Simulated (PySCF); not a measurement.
## TDDFT excited states: C4H7OP

Compound: C4H7OP.
InChI=1S/C4H7OP/c1-2-4-3-6(4)5/h3,6H,2H2,1H3

Method used: TDDFT B3LYP/def2-SVPD, vertical, gas phase, core orbitals frozen in the response (PySCF). Isolated species at its GFN2-xTB geometry (one conformer only). Torsions of this conformer, `[CH3:1][CH2:2][C:3]1=[CH:4][P@@H:5]1=[O:6]`: C1–C2–C3–C4 -139°.

```csv
state,E (eV),E (hartree),f,|μ| (D),"main configurations (H = HOMO, L = LUMO)"
S1,4.90,0.1802,0.0018,0.31,H→L (99%)
S2,5.78,0.2126,0.0001,0.08,H-1→L (91%)
S3,6.31,0.2318,0.0029,0.35,"H→L+3 (51%), H→L+2 (27%), H-2→L (15%)"
S4,6.53,0.2400,0.027,1.04,H→L+1 (85%)
S5,6.76,0.2485,0.088,1.86,"H→L+3 (32%), H-2→L (24%), H→L+2 (19%)"
S6,6.86,0.2519,0.081,1.76,"H→L+2 (42%), H-2→L (28%), H-1→L+2 (9%)"
S7,7.06,0.2593,0.012,0.66,"H-1→L+1 (30%), H-1→L+3 (28%), H-1→L+2 (22%)"
S8,7.25,0.2665,0.062,1.51,"H-1→L+3 (46%), H-1→L+2 (36%)"
```

Triplets, Tamm–Dancoff:

| state | E (eV) | λ (nm) | main configurations (H = HOMO, L = LUMO) |
| --- | --- | --- | --- |
| T1 | 4.47 | 277.6 | H→L (96%) |
| T2 | 4.75 | 261.0 | H-2→L (77%), H-1→L (16%) |
| T3 | 5.63 | 220.3 | H-1→L (78%), H-2→L (16%) |

The lowest singlet comes at 253 nm (473 kJ/mol) in the ultraviolet; it is very weak; its leading configuration is HOMO→LUMO (99%). The most intense listed level is S5 at 6.76 eV (183 nm, f = 0.088), 1.86 eV above S1. Löwdin shares by element: HOMO oxygen 42%, carbon 29% or more, phosphorus 19%; LUMO carbon 67% or more, phosphorus 8%, hydrogen 7% or more (atoms not listed hold the other 18%). The listed states span 2.35 eV, and the widest gap between neighbours is 0.88 eV (S1 to S2). Of the 8 states listed, 5 reach f = 0.01 and 1 stays under 0.0005. The oscillator strengths of these states sum to 0.275; summed over the whole spectrum of an exact calculation they would give the number of electrons, 54 (Thomas–Reiche–Kuhn). Singlets were solved by full linear response, triplets in the Tamm–Dancoff approximation.
